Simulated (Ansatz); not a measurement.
# [Pr(H2O)6]3+ (PrH12O6 (+3)): one state, many levels

An exercise on one series of results from a longer session: the logs are not shown, and one member is left open.

The runs use Ansatz 0.2.0, Gaussian basis; as each input shows.

The runs, in order: r2SCAN-D4/def2-TZVP, PBE-D4/def2-SVP, PBE0-D4/def2-SVP, MP2/def2-SVP.

5 further runs of the same task are left out: 3 that didn't finish, 2 set aside as unsound or not needed.

### The relaxed structure

The geometry is that of the triplet, from an earlier relaxation (PBE0-D4/def2-SVP).

19 atoms, charge 3, spin multiplicity 3.

Atoms are counted from 1 here; the program's logs count them from 0.

Bond lengths: Pr1–O2 2.433 Å, Pr1–O5 2.433 Å, Pr1–O8 2.428 Å, Pr1–O11 2.428 Å, Pr1–O14 2.424 Å, Pr1–O17 2.425 Å, O2–H3 0.976 Å, O2–H4 0.976 Å, O5–H6 0.976 Å, O5–H7 0.976 Å, O8–H9 0.976 Å, O8–H10 0.976 Å, O11–H12 0.976 Å, O11–H13 0.976 Å, O14–H15 0.976 Å, O14–H16 0.976 Å, O17–H18 0.976 Å, O17–H19 0.976 Å. Angles: O2–Pr1–O5 180.0°, O2–Pr1–O8 89.7°, O2–Pr1–O11 90.4°, O2–Pr1–O14 90.1°, O2–Pr1–O17 89.6°, O5–Pr1–O8 90.3°, O5–Pr1–O11 89.6°, O5–Pr1–O14 89.9°, O5–Pr1–O17 90.4°, O8–Pr1–O11 179.9°, O8–Pr1–O14 90.1°, O8–Pr1–O17 90.1°, O11–Pr1–O14 89.9°, O11–Pr1–O17 89.9°, O14–Pr1–O17 179.6°, Pr1–O2–H3 128.1°, Pr1–O2–H4 128.1°, H3–O2–H4 103.8° and more.

Pr takes a core potential in the def2 sets. No spin-orbit coupling is included. The ion is computed in the gas phase, without counter-ions or solvent.

PBE-D4/def2-TZVP was run before; its log isn't repeated, and its numbers join the tables.

Set-up of the first run:

start.molden holds the orbitals of an earlier run on this state, given as this run's starting guess.

Contents of in.yaml:

```yaml
crystal:
  periodic: [false, false, false]
  atoms:
    - {symbol: Pr, position_ang: [0.002644, 0.000890, -0.001707]}
    - {symbol: O, position_ang: [0.186212, 0.195936, 2.416482]}
    - {symbol: H, position_ang: [0.158618, 1.006865, 2.959122]}
    - {symbol: H, position_ang: [0.284908, -0.520316, 3.072324]}
    - {symbol: O, position_ang: [-0.182442, -0.194235, -2.419791]}
    - {symbol: H, position_ang: [-0.283005, 0.521542, -3.075824]}
    - {symbol: H, position_ang: [-0.170577, -1.006509, -2.961032]}
    - {symbol: O, position_ang: [2.416995, 0.176076, -0.186151]}
    - {symbol: H, position_ang: [3.067669, 0.287888, 0.533075]}
    - {symbol: H, position_ang: [2.962746, 0.150935, -0.995334]}
    - {symbol: O, position_ang: [-2.412448, -0.173811, 0.180304]}
    - {symbol: H, position_ang: [-2.957810, -0.165725, 0.990014]}
    - {symbol: H, position_ang: [-3.062058, -0.285532, -0.539865]}
    - {symbol: O, position_ang: [-0.189403, 2.410779, -0.185068]}
    - {symbol: H, position_ang: [-1.001123, 2.952593, -0.166014]}
    - {symbol: H, position_ang: [0.528045, 3.065255, -0.284382]}
    - {symbol: O, position_ang: [0.187505, -2.408556, 0.195573]}
    - {symbol: H, position_ang: [-0.532777, -3.059526, 0.297258]}
    - {symbol: H, position_ang: [0.996309, -2.954557, 0.171004]}
basis:
  gaussian: {orbitals: def2-TZVP, initial_orbitals: start.molden}
total_charge: 3
magnetization: {spin_polarized: true, initial_magnetization: 2}
hamiltonian: {xc: r2scan, dispersion: d4}
scf: {omitted_lower_state_checks: [starts]}
output: {orbitals: {seedname: orbitals}}
```

On the command line:

```bash
> ansatz run in.yaml --threads 4 --pin off --events-out ev --progress --plain --max-ram 6963MiB
```

Among the steps run: r2SCAN-D4/def2-TZVP; PBE-D4/def2-SVP; PBE0-D4/def2-SVP; MP2/def2-SVP.

One of the session's tables, all rows but one given; the rest of the session is left out.

```
              level  HOMO (eV)  LUMO (eV)  gap (eV)
    PBE-D4/def2-SVP          ?          ?         ?
   PBE-D4/def2-TZVP     -18.56     -18.00      0.56
r2SCAN-D4/def2-TZVP     -18.98     -17.58      1.40
   PBE0-D4/def2-SVP     -21.57     -15.33      6.24
```

Estimate the missing values for PBE-D4/def2-SVP.

**Answer.** HOMO (eV): -18.33; LUMO (eV): -17.77; gap (eV): 0.56. In the column «HOMO (eV)» it is the highest.
